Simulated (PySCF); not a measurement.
Which level of theory gave which numbers?

Species: carbonyl fluoride, CF2O.
SMILES: `O=C(F)F`

The closed-shell ground state was solved 4 times with PySCF (density fitting, gas phase), always in the pcSseg-2 basis (144 functions), with these functionals: B97-2, KT3, PBE0 and wB97X-D. Geometry: PBE0-D3(BJ)/def2-TZVP; no solvent, vibrations or thermal averaging.

| row | total energy (Eh) | HOMO (eV) | LUMO (eV) | dipole (D) |
| --- | --- | --- | --- | --- |
| P | -312.8461 | -10.42 | -0.45 | 1.12 |
| Q | -313.0560 | -10.10 | -0.54 | 1.12 |
| R | -317.0645 | -8.71 | -1.58 | 1.10 |
| S | -313.0637 | -12.35 | 1.51 | 1.14 |

Which functional belongs to which row?

P = PBE0, Q = B97-2, R = KT3, S = wB97X-D. By rising HOMO–LUMO gap: KT3 (GGA) 7.13 eV; B97-2 (global hybrid, 21 % exact exchange) 9.56 eV; PBE0 (global hybrid, 25 % exact exchange) 9.97 eV; wB97X-D (range-separated hybrid) 13.86 eV. Total energies of different functionals aren't bounds to one another; each is stationary for its own functional.

The pairwise dispersion term of wB97X-D wasn't added to the energies; at a given geometry it leaves orbitals and properties as they are.
